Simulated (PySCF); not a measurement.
# SiNH4O (SMILES N[SiH]O): UCAM-B3LYP/aug-cc-pVDZ (density fitting with cc-pvqz-jkfit)

What is the vertical ionisation energy of SiNH4O at UCAM-B3LYP/aug-cc-pVDZ (density fitting with cc-pvqz-jkfit)? Input form: a Python script.

The results are computed with PySCF 2.14.0.

2 further runs of the same task are left out: 2 set aside as unsound or not needed.

## 1. Starting point

SiNH4O: 7 atoms, total charge 0, spin state doublet. SMILES: `N[SiH]O`. Geometry: relaxed at PBE0-D4/def2-TZVP. This is one conformer, not always the lowest.

Bond lengths: N1–Si2 1.723 Å, Si2–O3 1.649 Å, N1–H4 1.008 Å, N1–H5 1.009 Å, Si2–H6 1.500 Å, O3–H7 0.961 Å. Angles: N1–Si2–O3 109.4°, N1–Si2–H6 104.3°, O3–Si2–H6 112.7°, Si2–N1–H4 120.5°, Si2–N1–H5 118.7°, Si2–O3–H7 115.8°, H4–N1–H5 110.8°.

## 2. The energy at UCAM-B3LYP/aug-cc-pVDZ (density fitting with cc-pvqz-jkfit)

geometry.xyz reads:

```xyz
7
H4NOSi
N     -0.694900     0.548300    -0.575200
Si     0.293100     0.159000     0.781300
O      1.622900    -0.672400     0.270300
H     -0.355900     1.168100    -1.294800
H     -1.685800     0.673200    -0.432900
H     -0.599100    -0.661900     1.664700
H      1.480900    -1.282400    -0.459000
```

run.py reads:

```python
from pyscf import gto, dft

mol = gto.M(
    atom='geometry.xyz',
    charge=0,
    max_memory=1860,
    verbose=3,
    basis='aug-cc-pvdz',
    spin=1,
)

mf = dft.UKS(mol, xc='cam-b3lyp')
mf = mf.density_fit(auxbasis='cc-pvqz-jkfit')
mf.conv_tol = 1e-10
mf.grids.level = 4
mf.kernel()
if not mf.converged:
    mf = mf.newton().run(mf.mo_coeff, mf.mo_occ)

e_final = mf.e_tot
print('E(%s) = %.9f' % ('CAM-B3LYP', e_final))
```

The run is started by

```console
$ OMP_NUM_THREADS=1 python run.py
```

Log:

```text
WARN: HOMO -0.150923062568864 >= LUMO -0.150923062568865

converged SCF energy = -421.862229298939  <S^2> = 0.75238923  2S+1 = 2.0023878
E(CAM-B3LYP) = -421.862229299
```

Run time: 29 s. Hardware: 1 thread of Arm Neoverse V2, shared host; peak memory 0.47 GiB.

## 3. The singlet cation

job.py reads:

```python
from pyscf import gto, dft

mol = gto.M(
    atom='''
N       -0.694900       0.548300      -0.575200
Si       0.293100       0.159000       0.781300
O        1.622900      -0.672400       0.270300
H       -0.355900       1.168100      -1.294800
H       -1.685800       0.673200      -0.432900
H       -0.599100      -0.661900       1.664700
H        1.480900      -1.282400      -0.459000
''',
    max_memory=1860,
    basis='aug-cc-pvdz',
    verbose=4,
    charge=1,
)

mf = dft.RKS(mol, xc='cam-b3lyp')
mf = mf.density_fit(auxbasis='cc-pvqz-jkfit')
mf.grids.level = 4
mf.conv_tol = 1e-10
mf.kernel()
if not mf.converged:
    mf = mf.newton().run(mf.mo_coeff, mf.mo_occ)

e_tot = mf.e_tot
print('Final energy', e_tot)
```

The run is started by

```console
$ OMP_NUM_THREADS=1 python job.py
```

Log:

```text
PySCF version 2.14.0

[... 81 lines left out ...]
converged SCF energy = -421.572453547366
Final energy -421.57245354736597
```

Wall time 14 s (1 thread of Arm Neoverse V2, shared host); peak memory 0.46 GiB.

## 4. What came out

Level: UCAM-B3LYP/aug-cc-pVDZ (density fitting with cc-pvqz-jkfit).

| quantity | value |
| --- | --- |
| doublet SiNH4O: total energy | -421.86223 Eh |
| doublet SiNH4O: dipole moment | 2.27 D |
| doublet SiNH4O: HOMO energy (highest over α and β) | -6.75 eV |
| doublet SiNH4O: LUMO energy (lowest over α and β) | -0.99 eV |
| doublet SiNH4O: ⟨S²⟩ | 0.752 |
| singlet cation: total energy | -421.57245 Eh |
| singlet cation: HOMO energy | -16.27 eV |
| singlet cation: LUMO energy | -8.92 eV |
| singlet cation: HOMO–LUMO gap | 7.36 eV |
| vertical ionisation energy (to the singlet cation) | 7.885 eV |

What this shows: The vertical ionisation energy comes to 7.89 eV (182 kcal/mol). Only the singlet of the ionised species was computed; a triplet could lie lower. Mulliken charges (doublet SiNH4O) run from -0.63 on O3 to +0.54 on Si2; in a basis this large or diffuse they mean little. Mulliken charges (singlet cation) run from -0.57 on O3 to +1.07 on Si2; in a basis this large or diffuse they mean little.
